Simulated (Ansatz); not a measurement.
A calculation on zinc-blende InAs returned lattice constant a 6.255 Å, bulk modulus 43.6 GPa, cohesive energy 2.50 eV/atom, formation enthalpy -0.231 eV/atom.

For reference: lattice constant a 6.047 Å (measured, static lattice: zero-point anharmonic expansion removed; as tabulated in Mejia-Rodriguez and Trickey (2018), arXiv:1807.09216); bulk modulus 58.6 GPa (measured, 0 K value with the zero-point phonon effect removed; as tabulated in Mejia-Rodriguez and Trickey (2018), arXiv:1807.09216); formation enthalpy -0.31 eV/atom (measured, 298 K, no zero-point or thermal correction; as tabulated in Zhang et al. (2018), doi:10.1038/s41524-018-0065-z).

Question: Which level of theory produced these numbers?
A) LDA (Ansatz (a program for electronic structure))
B) RPBE (Ansatz)
C) rVV10 (Ansatz)
D) r²SCANh (Ansatz)

Answer: B, RPBE (Ansatz)

The others give: r²SCANh 6.090 Å, 60.4 GPa, 2.99 eV/atom, -0.416 eV/atom; rVV10 6.216 Å, 47.8 GPa, 3.17 eV/atom, -0.200 eV/atom; LDA 6.026 Å, 60.1 GPa, 3.74 eV/atom, -0.205 eV/atom.

Unless a cell is named, each level is at its own relaxed cell (LDA 27.35, r²SCANh 28.24, RPBE 30.59, rVV10 30.02 Å³/atom).

Caveats: an element that serves as reference has a cell well above its measured volume (RPBE); the cell is over a tenth larger than the published one: the level's own overestimate first of all, though another phase or state, or a fault of the published cell, is possible (RPBE). Ansatz's density-functional and Hartree–Fock values are scalar-relativistic unless marked +SOC, with PAW data made under PBE.
